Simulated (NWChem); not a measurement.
All runs are NWChem calculations. System: ethanol (C₂H₆O), charge 0, spin multiplicity 1, at a geometry optimised with B3LYP/def2-SVP. Level: G0W0@PBE/def2-TZVP, RI basis def2-tzvp-rifit.

Input file:

```
start mol
memory heap 200 mb stack 700 mb global 1700 mb
geometry units angstroms nocenter noautoz noautosym
  C     -1.203401     0.136432     0.250635
  C      0.077390    -0.426394    -0.355495
  O      1.228701     0.313216    -0.002755
  H     -2.087540    -0.427877    -0.089211
  H     -1.333476     1.193124    -0.031702
  H     -1.178924     0.080352     1.353221
  H      0.182426    -1.497787    -0.083289
  H      0.019323    -0.389170    -1.455946
  H      1.324655     0.275402     0.958132
end
basis spherical
  * library def2-tzvp
end
basis "ri basis" bse spherical
  * library def2-tzvp-rifit
end
dft
  xc xpbe96 cpbe96
  iterations 100
  direct
  tolerances tight
end
task dft energy
gw
  states alpha occ 4 vir 2
end
task dft gw
```

NWChem printed:

```
             Northwest Computational Chemistry Package (NWChem) 7.3.0
             --------------------------------------------------------

                                NWChem Input Module
                                -------------------

 Scaling coordinates for geometry "geometry" by  1.889725989
 (inverse scale =  0.529177249)

                             Geometry "geometry" -> ""
                             -------------------------

 Output coordinates in angstroms (scale by  1.889725989 to convert to a.u.)

  No.       Tag          Charge          X              Y              Z
 ---- ---------------- ---------- -------------- -------------- --------------
    1 C                    6.0000    -1.20340100     0.13643200     0.25063500
    2 C                    6.0000     0.07739000    -0.42639400    -0.35549500
    3 O                    8.0000     1.22870100     0.31321600    -0.00275500
    4 H                    1.0000    -2.08754000    -0.42787700    -0.08921100
    5 H                    1.0000    -1.33347600     1.19312400    -0.03170200
    6 H                    1.0000    -1.17892400     0.08035200     1.35322100
    7 H                    1.0000     0.18242600    -1.49778700    -0.08328900
    8 H                    1.0000     0.01932300    -0.38917000    -1.45594600
    9 H                    1.0000     1.32465500     0.27540200     0.95813200

 Effective nuclear repulsion energy (a.u.)      81.5052720398

            Nuclear Dipole moment (a.u.)
            ----------------------------
        X                 Y               Z
 ---------------- ---------------- ----------------
     0.0000113384    -0.0000000000     0.0000094486


 Summary of "ao basis" -> "" (spherical)
 ------------------------------------------------------------------------------
       Tag                 Description            Shells   Functions and Types
 ---------------- ------------------------------  ------  ---------------------
 *                         def2-tzvp                  on all atoms

 new library libraries.bse/

 Summary of "ri basis" -> "" (spherical)
 ------------------------------------------------------------------------------
       Tag                 Description            Shells   Functions and Types
 ---------------- ------------------------------  ------  ---------------------
 *                      def2-tzvp-rifit               on all atoms

  pbe96 is a nonlocal functional; adding pw91lda local functional.

                                 NWChem DFT Module
                                 -----------------

 Summary of "ao basis" -> "ao basis" (spherical)
 ------------------------------------------------------------------------------
       Tag                 Description            Shells   Functions and Types
 ---------------- ------------------------------  ------  ---------------------
 C                         def2-tzvp                11       31   5s3p2d1f
 O                         def2-tzvp                11       31   5s3p2d1f
 H                         def2-tzvp                 4        6   3s1p

 Summary of "ao basis" -> "ao basis" (spherical)
 ------------------------------------------------------------------------------
       Tag                 Description            Shells   Functions and Types
 ---------------- ------------------------------  ------  ---------------------
 C                         def2-tzvp                11       31   5s3p2d1f
 O                         def2-tzvp                11       31   5s3p2d1f
[...]
  ----- ------------  ---------------      ----- ------------  ---------------
    69      0.352841  3 O  py                72      0.287777  3 O  py
    68     -0.243482  3 O  px                75      0.242576  3 O  py
    71     -0.199679  3 O  px                74     -0.175145  3 O  px
   113      0.159585  7 H  s                114      0.138651  7 H  s
     6     -0.126135  1 C  px                 9     -0.116334  1 C  px

 Vector   14  Occ=0.000000D+00  E= 6.532629D-03
              MO Center=  3.9D-01, -8.6D-02,  9.1D-01, r^2= 5.3D+00
   Bfn.  Coefficient  Atom+Function         Bfn.  Coefficient  Atom+Function
  ----- ------------  ---------------      ----- ------------  ---------------
     5      1.792090  1 C  s                 36      1.452379  2 C  s
   108     -1.110701  6 H  s                126     -1.087364  9 H  s
   114     -0.955676  7 H  s                 96     -0.751677  4 H  s
   102     -0.707562  5 H  s                120     -0.645458  8 H  s
    67      0.583667  3 O  s                 14      0.394774  1 C  pz

 Vector   15  Occ=0.000000D+00  E= 4.452354D-02
              MO Center= -4.6D-01, -3.2D-02,  6.8D-03, r^2= 7.0D+00
   Bfn.  Coefficient  Atom+Function         Bfn.  Coefficient  Atom+Function
  ----- ------------  ---------------      ----- ------------  ---------------
     5      3.372224  1 C  s                 96     -1.399076  4 H  s
   102     -1.299607  5 H  s                120     -1.087198  8 H  s
   108     -0.938012  6 H  s                 67     -0.919498  3 O  s
   126      0.922675  9 H  s                 43      0.587062  2 C  px
   114     -0.531786  7 H  s                 45     -0.480083  2 C  pz

 Vector   16  Occ=0.000000D+00  E= 6.263813D-02
              MO Center= -4.9D-01, -3.7D-01, -9.7D-02, r^2= 7.1D+00
   Bfn.  Coefficient  Atom+Function         Bfn.  Coefficient  Atom+Function
  ----- ------------  ---------------      ----- ------------  ---------------
    36     -4.823184  2 C  s                  5      4.593100  1 C  s
   120      1.767642  8 H  s                114      1.607942  7 H  s
   108     -1.572055  6 H  s                102     -1.082588  5 H  s
    43      1.059640  2 C  px                12      0.973335  1 C  px
    96     -0.354286  4 H  s                 13     -0.285016  1 C  py

 center of mass
 --------------
 x =   0.12490582 y =   0.03112620 z =  -0.02651770

 moments of inertia (a.u.)
 ------------------
          54.501593987294         -10.803599769588          14.652179829432
         -10.803599769588         207.007564852157         -11.780179959685
          14.652179829432         -11.780179959685         210.196406086356

     Multipole analysis of the density
     ---------------------------------

     L   x y z        total         alpha         beta         nuclear
     -   - - -        -----         -----         ----         -------
     0   0 0 0      0.000000    -13.000000    -13.000000     26.000000

     1   1 0 0     -0.377178     -0.188595     -0.188595      0.000011
     1   0 1 0     -0.260806     -0.130403     -0.130403     -0.000000
     1   0 0 1      0.416348      0.208169      0.208169      0.000009

     2   2 0 0    -16.347311    -61.948233    -61.948233    107.549155
     2   1 1 0     -0.355806     -2.297760     -2.297760      4.239714
     2   1 0 1      1.761513      4.706813      4.706813     -7.652112
     2   0 2 0    -15.419097    -18.549752    -18.549752     21.680406
     2   0 1 1      0.305180     -3.725697     -3.725697      7.756574
     2   0 0 2    -13.470453    -17.484365    -17.484365     21.498278

 Task  times  cpu:       32.3s     wall:       32.3s

                                NWChem Input Module
                                -------------------

                                 NWChem GW Module
                                 ----------------

                             ***********************
                             ***        GW       ***
                             ***********************

 Summary of "ri basis" -> "ri basis" (spherical)
 ------------------------------------------------------------------------------
       Tag                 Description            Shells   Functions and Types
 ---------------- ------------------------------  ------  ---------------------
 C                      def2-tzvp-rifit             22       76   8s6p4d3f1g
 O                      def2-tzvp-rifit             22       76   8s6p4d3f1g
 H                      def2-tzvp-rifit              7       15   4s2p1d

                 Memory Information
                 ------------------
          Available GA per process is          1699.9 MBs
          Available stack per process is        700.0 MBs
          Available heap per process is           0.0 MBs

          Peak memory in Initialization
              Peak GA per process is                  5.6 MBs
              Peak stack per process is               0.2 MBs
              Peak heap per process is                5.9 MBs
              Memory not in MA per process            0.0 MBs

          Peak memory in AFF Calculation
              Peak GA per process is                 25.6 MBs
              Peak stack per process is              17.3 MBs
              Peak heap per process is                0.0 MBs
              Memory not in MA per process           17.3 MBs

          Computing 2-center integrals
          Computing Inverse Cholesky factor
          Computing 3-center integrals
          Computing V_xc ...

          Computing Sigma_x
          Computing RPA polarizability
          Solving quasiparticle equations

                  Alpha Orbitals
          State     Energy (eV)     Error (eV)
          -----------------------------------
@GW        10        -13.017           0.002
@GW        11        -12.785           0.003
@GW        12        -11.537           0.003
@GW        13         -9.935           0.002
@GW        14          2.802           0.002
@GW        15          3.832           0.002

   Applying  -3.7655 eV scissor-shift to rest of particle states

   Applying   2.6247 eV scissor-shift to rest of hole states

     GW Timing Statistics
   ------------------------
   Init.   :          0.1s
     ERIs  :          1.8s
     Distr.:          0.0s
     Vxc   :          1.1s
   Sigma_x :          0.0s
   RPA     :          1.1s
   Wmn     :          0.0s
   Sigma_c :          0.0s
   GW total:          4.1s

 Task  times  cpu:        4.1s     wall:        4.1s

 Total times  cpu:       36.4s     wall:       36.4s
```
